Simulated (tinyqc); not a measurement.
Pariser-Parr-Pople SCF with singles CI, for the molecule O=CC=O (SMILES; centres numbered as the heavy atoms are written), step by step. Computed by tinyqc, a small Python program that keeps every step. Settings: charge = 0, gamma = Ohno, start = huckel, damping = 0.5, iteration cap = 62, excitations kept = 6. Command: `OMP_NUM_THREADS=1 python tinyqc.py 25221 25222 out.jsonl` (the two numbers bound the seeds that draw the settings). One thread of a shared host (Intel(R) Xeon(R) Processor @ 2.60GHz), about 0.01 s of CPU time with the checks. Later iterations appear only in the table of the cycle.

## PPP integrals

Centres (angstrom, eV; a flat drawing with bonds scaled to 1.40 angstrom):
```
centre,x,y,core charge z,W,gamma_rr
1O,1.848000,-0.127000,1,17.700000,15.200000
2C,0.559000,0.421000,1,11.160000,11.130000
3C,-0.559000,-0.421000,1,11.160000,11.130000
4O,-1.848000,0.127000,1,17.700000,15.200000
```

Resonance integrals (eV):
```
i,j,beta
1,2,-2.840000
2,3,-2.700000
3,4,-2.840000
```

Ohno: gamma = 14.399645/sqrt(R^2 + a^2), a = 2 x 14.399645/(gamma_rr + gamma_ss); H_rr = -W_r - sum_(s != r) z_s gamma_rs; H_rs = beta for bonds.

repulsion gamma_rs (eV):
```
,1O,2C,3C,4O
1O,15.200000,8.102761,5.413077,3.765672
2C,8.102761,11.130000,7.555018,5.413077
3C,5.413077,7.555018,11.130000,8.102761
4O,3.765672,5.413077,8.102761,15.200000
```

core matrix H (eV):
```
,1O,2C,3C,4O
1O,-34.981510,-2.840000,0.000000,0.000000
2C,-2.840000,-32.230856,-2.700000,0.000000
3C,0.000000,-2.700000,-32.230856,-2.840000
4O,0.000000,0.000000,-2.840000,-34.981510
```

## Starting guess

pi electrons, sum of z_r less the charge = 4

Orbitals of the Hueckel matrix of the beta values.

P at the start:
```
,1O,2C,3C,4O
1O,1.000000,0.903154,0.000000,-0.429316
2C,0.903154,1.000000,0.429316,0.000000
3C,0.000000,0.429316,1.000000,0.903154
4O,-0.429316,0.000000,0.903154,1.000000
```

## Iteration 1: Fock matrix

F_rr = H_rr + P_rr gamma_rr / 2 + sum_(s != r) P_ss gamma_rs; F_rs = H_rs - P_rs gamma_rs / 2; E = tr P (H + F) / 2 + core repulsion sum_(r<s) z_r z_s gamma_rs.

F (eV):
```
,1O,2C,3C,4O
1O,-10.100000,-6.499021,0.000000,0.808332
2C,-6.499021,-5.595000,-4.321746,0.000000
3C,0.000000,-4.321746,-5.595000,-6.499021
4O,0.808332,0.000000,-6.499021,-10.100000
```

pi energy = -64.785733 eV

## Iteration 1: orbitals and new P

Diagonalise F (the basis is taken as orthonormal) and form P = 2 sum c c over the lowest orbitals; 0.5 of the old P is kept.

orbital energies (eV): -16.110739  -14.180661  -3.097675  1.999075

P after iteration 1:
```
,1O,2C,3C,4O
1O,1.136867,0.902127,0.048873,-0.375543
2C,0.902127,0.863133,0.375543,0.048873
3C,0.048873,0.375543,0.863133,0.902127
4O,-0.375543,0.048873,0.902127,1.136867
```

## Iteration 2: Fock matrix

As before.

F (eV):
```
,1O,2C,3C,4O
1O,-10.394287,-6.494859,-0.132277,0.707085
2C,-6.494859,-5.540825,-4.118615,-0.132277
3C,-0.132277,-4.118615,-5.540825,-6.494859
4O,0.707085,-0.132277,-6.494859,-10.394287
```

pi energy = -65.517468 eV

## Iteration 2: orbitals and new P

As before.

orbital energies (eV): -16.300472  -14.255788  -3.046171  1.732206

P after iteration 2:
```
,1O,2C,3C,4O
1O,1.220308,0.900043,0.075456,-0.338598
2C,0.900043,0.779692,0.338598,0.075456
3C,0.075456,0.338598,0.779692,0.900043
4O,-0.338598,0.075456,0.900043,1.220308
```

## Convergence

Stop when output and input P, before any damping, agree to 1e-7.

Course of the cycle:
```
iteration,E (eV),largest |P(out) - P(in)|
1,-64.78573282,2.74e-01
2,-65.51746813,1.67e-01
3,-65.96009086,1.02e-01
4,-66.21078780,6.20e-02
5,-66.34753415,3.79e-02
6,-66.42040219,2.32e-02
7,-66.45864099,1.43e-02
8,-66.47849844,8.78e-03
9,-66.48873449,5.42e-03
10,-66.49398278,3.35e-03
11,-66.49666307,2.23e-03
...,...,...
29,-66.49943271,2.87e-06
30,-66.49943272,2.00e-06
31,-66.49943272,1.39e-06
32,-66.49943272,9.68e-07
33,-66.49943272,6.74e-07
34,-66.49943272,4.70e-07
35,-66.49943272,3.27e-07
36,-66.49943272,2.28e-07
37,-66.49943272,1.59e-07
38,-66.49943272,1.11e-07
39,-66.49943272,7.72e-08
```

Converged in 39 iterations.

## Converged orbitals

Charges are z - P_rr.

orbital energies (eV): -16.517397  -14.377176  -2.988708  1.260364

coefficients:
```
,MO1,MO2,MO3,MO4
1O,0.522091,0.634914,-0.476886,-0.311263
2C,0.476886,0.311263,0.522091,0.634914
3C,0.476886,-0.311263,0.522091,-0.634914
4O,0.522091,-0.634914,-0.476886,0.311263
```

pi charges: 1O -0.351389, 2C 0.351389, 3C 0.351389, 4O -0.351389

## Singles CI, singlets

Over the 4 single excitations with the smallest orbital gaps: A = (e_a - e_i) delta + 2 (ia|jb) - (ij|ab), with (pq|rs) = sum c_mp c_mq gamma_mn c_nr c_ns. f = 2/3 w |mu|^2 in atomic units, mu = sqrt2 sum c_ia sum_m c_mi c_ma R_m.

singlet CI matrix (eV):
```
,2>3,1>3,2>4,1>4
2>3,6.870219,0.000000,0.000000,-0.503020
1>3,0.000000,8.087319,-0.096656,0.000000
2>4,0.000000,-0.096656,9.709088,0.000000
1>4,-0.503020,0.000000,0.000000,11.244291
```

singlet excitation energies (eV): 6.813117  8.081579  9.714828  11.301393

oscillator strengths: 1.172954  0.000000  0.000000  0.191729

## Singles CI, triplets

Over the 4 single excitations with the smallest orbital gaps: A = (e_a - e_i) delta - (ij|ab), with (pq|rs) = sum c_mp c_mq gamma_mn c_nr c_ns.

triplet CI matrix (eV):
```
,2>3,1>3,2>4,1>4
2>3,3.358280,0.000000,0.000000,-2.186663
1>3,0.000000,5.454221,-2.186663,0.000000
2>4,0.000000,-2.186663,8.050156,0.000000
1>4,-2.186663,0.000000,0.000000,9.784208
```

triplet excitation energies (eV): 2.684776  4.209313  9.295064  10.457712
